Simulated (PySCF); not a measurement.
# How the method changes the constants of S2

State: ³Σg⁻ (triplet), unpaired electrons π ↑↑. Set-up: S x2c-TZVPPall; spin-free X2C with a Gaussian nucleus (PySCF 2.14). De refers to S + S in their high-spin ground configurations, without counterpoise correction. The functionals are run spin-unrestricted.

| Level | Re (Å) | ωe (cm⁻¹) | De (eV) |
| --- | --- | --- | --- |
| ROHF | 1.862 | 820 | 2.11 |
| ROHF-MP2 | 1.909 | 699 | 4.57 |
| ROHF-SCS-MP2 | 1.901 | 723 | 4.26 |
| ROHF-CCSD | 1.893 | 746 | 3.83 |
| ROHF-CCSD(T) | 1.905 | 718 | 4.12 |
| PBE | 1.913 | 701 | 4.99 |
| revPBE | 1.918 | 695 | 4.73 |
| r²SCAN | 1.897 | 729 | 4.81 |
| r²SCANh | 1.890 | 744 | 4.67 |
| PBE0 | 1.887 | 751 | 4.62 |
| B97-3 | 1.897 | 733 | 4.66 |
| M06-2X | 1.885 | 762 | 4.52 |
| LC-ωPBE | 1.863 | 809 | 4.25 |

What are the measured Re and ωe, and which levels come closest?

Re = 1.8892 Å and ωe = 725.65 cm⁻¹ (Huber and Herzberg, Constants of Diatomic Molecules (1979)). Closest are r²SCANh for the length (off by 0.001 Å) and ROHF-SCS-MP2 for the frequency (off by -0.4 %).

```
       Level  error in Re (pm)  error in ωe (%)
        ROHF              -2.7             13.0
    ROHF-MP2               2.0             -3.7
ROHF-SCS-MP2               1.2             -0.4
   ROHF-CCSD               0.4              2.8
ROHF-CCSD(T)               1.6             -1.1
         PBE               2.4             -3.5
      revPBE               2.8             -4.2
      r²SCAN               0.8              0.5
     r²SCANh               0.1              2.6
        PBE0              -0.2              3.5
       B97-3               0.8              1.1
      M06-2X              -0.4              5.0
     LC-ωPBE              -2.6             11.5
```

Correlated steps freeze 10 core orbitals. The state is the lowest determinant that a PBE0 search found; another state may lie lower at other levels.
